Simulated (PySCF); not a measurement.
Species: C5H8N (doublet state).
SMILES with atom numbers: `[CH3:1][CH2:2][N:3]1[CH:4]=[C:5][CH2:6]1` (hydrogens: H7, H8, H9 on C1; H10, H11 on C2; H12 on C4; H13, H14 on C6)

Geometry (GFN2-xTB, Å), atoms numbered from 1 in this order:
```xyz
14
C5H8N angstrom
C      1.6806   -0.0728   -0.7545
C      0.7446    0.4674    0.3207
N     -0.6280    0.3432   -0.1064
C     -1.6895    0.8707    0.6804
C     -2.2804   -0.3170    0.8470
C     -1.2826   -0.9777   -0.0841
H      1.5062   -1.1345   -0.9113
H      1.5099    0.4470   -1.6937
H      2.7152    0.0708   -0.4538
H      0.9203   -0.0668    1.2682
H      0.9372    1.5307    0.4910
H     -1.7805    1.8798    1.0295
H     -1.6773   -1.2613   -1.0572
H     -0.6765   -1.7801    0.3372
```

The hyperfine couplings belong to this conformer and change with its torsions.

Computed with PySCF, UKS B3LYP, pcH-1 on C H N, non-relativistic, mean-field spin-orbit, GIAO. Isolated species at its GFN2-xTB geometry (one conformer only). The geometry wasn't refined by DFT: couplings that depend on bond lengths, twists or pyramidal angles can differ widely from those at the functional's own minimum. Stability of the SCF solution: not tested.

Computed for the main isotopes (class means, splittings of 0.05 mT or more): g = 2.0022; H10/H11 1H +18.1 MHz (0.65 mT); N3 14N +5.7 MHz (0.20 mT); 9 first-order lines, 1.70 mT wide.

What changes when 14N at N3 is replaced by 15N?

Only the nuclear moment changes in this model. The ratio of g factors is -0.56638/0.40376 = -1.4028, so a goes from +5.7 to -8.0 MHz (0.287 mT). The spin goes from 1 to 1/2, so the 1:1:1 triplet becomes a 1:1 doublet. The spectrum then has 6 first-order lines over 1.58 mT.

```csv
offset from centre (mT),relative intensity
-0.79,1
-0.50,1
-0.14,2
+0.14,2
+0.50,1
+0.79,1
```

What changes when 1H at H10/H11 is replaced by 2H at both sites?

At a fixed geometry a is proportional to g_N: 0.85744/5.58569 = 0.1535, so a goes from +18.1 to +2.8 MHz (0.099 mT). The spin goes from 1/2 to 1, so the 1:2:1 triplet becomes a 1:2:3:2:1 quintet. The spectrum then has 15 first-order lines over 0.81 mT.

Give position and intensity of the satellites from 13C at C5.

a = +309.6 MHz, or 11.05 mT in magnitude, and I = 1/2, so to first order each main line has two satellites, at ±5.52 mT. The isotope's abundance is about 1.07 %, shared among 2 lines, so each has 0.54 % of the main line's intensity. At 340 mT second-order shifts move them to lower field by up to 0.09 mT.

Where do the 13C satellites of C6 appear, and how strong are they?

a = +11.6 MHz, or 0.41 mT in magnitude, and I = 1/2, so to first order each main line has two satellites, at ±0.21 mT. The isotope's abundance is about 1.07 %, shared among 2 lines, so each has 0.54 % of the main line's intensity.

Where do the 13C satellites of C2 appear, and how strong are they?

a = -10.7 MHz, or 0.38 mT in magnitude, and I = 1/2, so to first order each main line has two satellites, at ±0.19 mT. The isotope's abundance is about 1.07 %, shared among 2 lines, so each has 0.54 % of the main line's intensity.

Nuclei that the bonding pattern makes equivalent are averaged, as if the motion that swaps them (rotation, inversion, ring flip) were fast. The 1H value of +18.1 MHz is a mean of couplings from 7.0 to 29.2 MHz in this one geometry, not an average over conformers.
